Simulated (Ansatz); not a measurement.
in.yaml

```yaml
crystal:
  periodic: [false, false, false]
  atoms:
    - {symbol: Al, position_ang: [0.000000, 0.000000, 0.050833]}
    - {symbol: N, position_ang: [0.000000, 0.000000, -1.681761]}
    - {symbol: H, position_ang: [0.000000, 0.000000, 1.630928]}
basis:
  gaussian: {orbitals: cc-pVDZ}
total_charge: 1
correlation: {active_space: {ras: {orbitals: [4, 0, 27], electrons: 8, max_holes: 2, max_particles: 2}, fixed_orbitals: true}}
```

```sh
$ ansatz run in.yaml --threads 1 --pin off --events-out ev --progress --plain --max-ram 4096MiB --backend cpu
```

Output:

```
360 factors; integrals over basis functions are off by at most 1.0e-3 eV
mean field evaluation 1: about -8038.0731 eV, gradient 8.5e1 eV
mean field evaluation 2: about -8038.0761 eV, gradient 8.5e1 eV
mean field evaluation 4: about -8057.5606 eV, gradient 3.8e1 eV
mean field evaluation 8: about -8065.0354 eV, gradient 1.5e-1 eV
mean field evaluation 16: about -8065.2674 eV, gradient 1.8e0 eV
mean field evaluation 32: about -8061.1458 eV, gradient 2.2e1 eV
mean field evaluation 64: about -8048.5495 eV, gradient 5.5e0 eV
mean field evaluation 96: about -8065.0355 eV, gradient 3.6e-4 eV
mean field -8067.88251845 eV, -296.4892139457 hartree, gradient 1.6e-6 eV, S^2 0.000000; 8 other end points of the search recorded, 0 dependent functions left out
reference -8067.88251845 eV, -296.4892139457 hartree; 10, 10 occupied and 27, 27 virtual orbitals, 360 factors
state -8072.74288876 eV, -296.6678292602 hartree
Total energy: -8072.74288876 eV, -296.6678292602 hartree
```

Natural occupations: 1.9701 1.9618 1.9451 1.9354 0.0646 0.0322 0.0262 0.0126 0.0079 0.0072 0.0062 0.0061 0.0049 0.0046 0.0045 0.0035 0.0014 0.0014 0.0012 0.0007 0.0005 0.0004 0.0004 0.0003.

Ran on 1 thread of AMD EPYC 7R13, shared host: 0.73 s wall, 0.14 GiB peak host memory.
